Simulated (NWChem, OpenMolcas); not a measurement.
Worked example: vertical energy of the triplet above the singlet of CHFO (SMILES O=CF)

CHFO has 4 atoms, charge 0, and is taken as a singlet. As SMILES, `O=CF`. The shape is that of a PBE0-D4/def2-TZVP optimisation.

Both states at this one shape; open shells run unrestricted unless said. 1 Eh = 27.2114 eV.

| level | program | singlet CHFO (Eh) | triplet CHFO (Eh) |
| --- | --- | --- | --- |
| HF/3-21G | NWChem | -211.569780 | -211.413841 |
| HF/def2-TZVPP | OpenMolcas | -212.843959 | -212.681862 |

Work out the vertical gap, second state less first, at each level.


1. HF/3-21G: -211.413841 − (-211.569780) = 0.155939 Eh = 4.24 eV.
2. HF/def2-TZVPP: -212.681862 − (-212.843959) = 0.162097 Eh = 4.41 eV.

No measured value is set beside it here; the levels span 4.24 to 4.41 eV.
